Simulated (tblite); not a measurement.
Compound: CH6N (charge +1).
Bonds: C1–N2. Hydrogens: H3, H4, H5 on C1; H6, H7, H8 on N2.

Computed with GFN2-xTB (tblite), gas phase: Langevin dynamics at 300 K from the optimised GFN2-xTB geometry, time step 0.5 fs, friction 0.01 fs⁻¹, 2000 steps. The instantaneous temperature is 2·E(kin)/(3Nk) with all 3N coordinates.

```csv
t (fs),T (K),E(pot) above start (eV),C1–N2 (Å),C1–H3 (Å)
0,234,0.000,1.484,1.088
25,108,0.123,1.516,1.085
50,144,0.173,1.511,1.091
75,207,0.296,1.460,1.091
100,333,0.221,1.480,1.073
125,300,0.178,1.506,1.112
150,236,0.177,1.509,1.114
175,298,0.218,1.471,1.085
200,261,0.293,1.478,1.033
225,228,0.353,1.482,1.133
250,482,0.317,1.524,1.128
275,370,0.355,1.508,1.070
300,345,0.304,1.438,1.062
325,241,0.489,1.501,1.178
350,358,0.242,1.550,1.104
375,264,0.307,1.487,1.037
400,482,0.197,1.487,1.125
425,342,0.278,1.538,1.095
450,343,0.261,1.495,1.064
475,274,0.309,1.454,1.083
500,206,0.240,1.469,1.122
525,297,0.120,1.489,1.104
550,199,0.203,1.504,1.085
575,236,0.204,1.479,1.135
600,183,0.275,1.494,1.102
625,308,0.173,1.469,1.054
650,319,0.149,1.499,1.087
675,222,0.406,1.520,1.149
700,376,0.366,1.482,1.067
725,358,0.398,1.418,1.060
750,506,0.255,1.465,1.132
775,313,0.220,1.535,1.112
800,175,0.326,1.493,1.025
825,224,0.275,1.419,1.100
850,200,0.305,1.467,1.189
875,337,0.158,1.481,1.091
900,282,0.287,1.490,1.029
925,256,0.276,1.548,1.157
950,376,0.111,1.494,1.147
975,274,0.266,1.448,1.029
1000,322,0.178,1.498,1.061
```

**Question.** From 500 fs on, how do temperature and potential energy compare with equipartition?

**Answer.** The mean temperature of these 21 frames is 284 K against the target 300 K, and the mean potential energy 0.25 eV against 18 × kT/2 = 0.23 eV for 18 classical harmonic modes. For 8 atoms in a canonical ensemble the temperature itself scatters by T·√(2/(3N)) = 87 K; here its standard deviation is 79 K. The whole run lasts only 10 friction times of 100 fs, so these averages carry a wide statistical error.

**Question.** What are the kinetic and total energies of the listed frame with the highest potential energy?

**Answer.** The one at 325 fs, 0.489 eV above the start. Its kinetic energy is 3NkT/2 = 0.249 eV at 241 K, so the sum is 0.74 eV; over the listed frames the sum runs from 0.23 to 0.82 eV, since the thermostat adds and removes energy.

**Question.** How much do the listed bonds fluctuate from 500 fs on?

**Answer.** 
| bond | at the start (Å) | mean (Å) | standard deviation (Å) |
| --- | --- | --- | --- |
| C1–N2 | 1.484 | 1.484 | 0.031 |
| C1–H3 | 1.088 | 1.097 | 0.044 |

The motion is classical and holds no zero-point motion.

The cost below is that of the whole dynamics run. Hardware: one thread of an Intel Xeon Platinum 8488C, on a shared host. Cost: 2.3 s wall, 0.18 GiB resident at most.
